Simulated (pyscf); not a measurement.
H₂B–O–GeH₃ (SMILES B[O][GeH3]) + H₂O (SMILES O) -> HO–GeH₃ (SMILES [OH][GeH3]) + H₂B–OH (SMILES BO), a four-centre exchange (singlet surface; B–O, H–O broken, H–O, B–O formed). PySCF, gas phase, ωB97X-D3(BJ)/def2-SVP geometries. Energies in eV from the separated reactants.

Small-basis levels: PySCF, no dispersion term, spherical d functions. 

Question: Quick MP2/6-31G*+LANL2DZ single points give ΔE‡ = 0.30 eV and ΔE = +0.05 eV. What does ωB97M-D3(BJ)/def2-TZVP give, and how far is the quick result from it?

Answer: ωB97M-D3(BJ)/def2-TZVP gives ΔE‡ = 0.40 eV and ΔE = +0.01 eV. MP2/6-31G*+LANL2DZ lies 0.09 eV under it in the barrier and 0.04 eV over it in the reaction energy, so on this step it holds to within 0.13 eV. ωB97M-D3(BJ)/def2-TZVP has limits of its own. On the product side the descent ends in an adduct with a B–O contact, 0.26 eV under the separated species and 0.62 eV under the saddle at ωB97X-D3(BJ)/def2-TZVP. What is counted as broken (B–O) persists as a longer contact in the product adduct; parting that adduct is a step of its own. This is the saddle that the search found; another between the same sides may lie lower. In the def2 sets elements up to Kr have no core potential.
